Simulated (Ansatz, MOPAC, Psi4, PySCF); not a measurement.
System: methanidylidyneazanium, CHN, net charge 0, singlet state. SMILES: [C-]#[NH+]
Geometry: optimised at B3LYP-D3(BJ)/def2-TZVP (Ansatz, a program for electronic structure).

Property: size of the dipole moment, in D. Terms: LANL2DZ all-electron up to Ne; non-relativistic; 6-311+G** with 5d; 6-31G* and kin with 6d, 5d where marked; spin-orbit terms left out; no dispersion term unless named. First-principles rows: single points at B3LYP-D3(BJ) geometries (Ansatz). Semi-empirical rows: dipoles at the shared geometry.

Measured values: NIST CCCBDB, as tabulated in the package chemicals; dipoles are vibrational averages. 

Value to compare with, the measured value: 3.05 D.

```json
[
 {"level": "PM3", "program": "MOPAC", "size of the dipole moment (D)": "3.35", "error": "0.30"},
 {"level": "PM6", "program": "MOPAC", "size of the dipole moment (D)": "2.54", "error": "-0.51"},
 {"level": "PBE/STO-3G", "program": "Ansatz", "size of the dipole moment (D)": "2.70", "error": "-0.35"},
 {"level": "PBE/LANL2DZ", "program": "Ansatz", "size of the dipole moment (D)": "3.25", "error": "0.20"},
 {"level": "PBE/def2-SVP", "program": "Ansatz", "size of the dipole moment (D)": "3.19", "error": "0.14"},
 {"level": "BLYP/6-31G*", "program": "Ansatz", "size of the dipole moment (D)": "2.98", "error": "-0.07"},
 {"level": "BP86/def2-SVP", "program": "PySCF", "size of the dipole moment (D)": "3.19", "error": "0.14"},
 {"level": "BP86/6-31G* (5d)", "program": "PySCF", "size of the dipole moment (D)": "3.02", "error": "-0.03"},
 {"level": "B3LYP/6-31G*", "program": "Ansatz", "size of the dipole moment (D)": "2.97", "error": "-0.08"},
 {"level": "B3LYP/def2-SVP", "program": "Ansatz", "size of the dipole moment (D)": "3.14", "error": "0.09"},
 {"level": "B3LYP/cc-pVDZ", "program": "Ansatz", "size of the dipole moment (D)": "3.06", "error": "0.01"},
 {"level": "B3LYP/6-311+G**", "program": "Ansatz", "size of the dipole moment (D)": "3.08", "error": "0.03"},
 {"level": "M06-2X/6-311+G**", "program": "PySCF", "size of the dipole moment (D)": "3.03", "error": "-0.02"},
 {"level": "wB97X-D/6-31G*", "program": "Psi4", "size of the dipole moment (D)": "2.99", "error": "-0.06"}
]
```

Among the 14 habitual levels, PM6 lies farthest from the measured value (-0.51 D); 7 of 14 lie above it, and their mean absolute error is 0.15 D, the median 0.08. One case shows no general order.

The levels are drawn from those run, B3LYP/6-31G* more often than the rest, none by its result; runs whose electronic state is in doubt are left out.
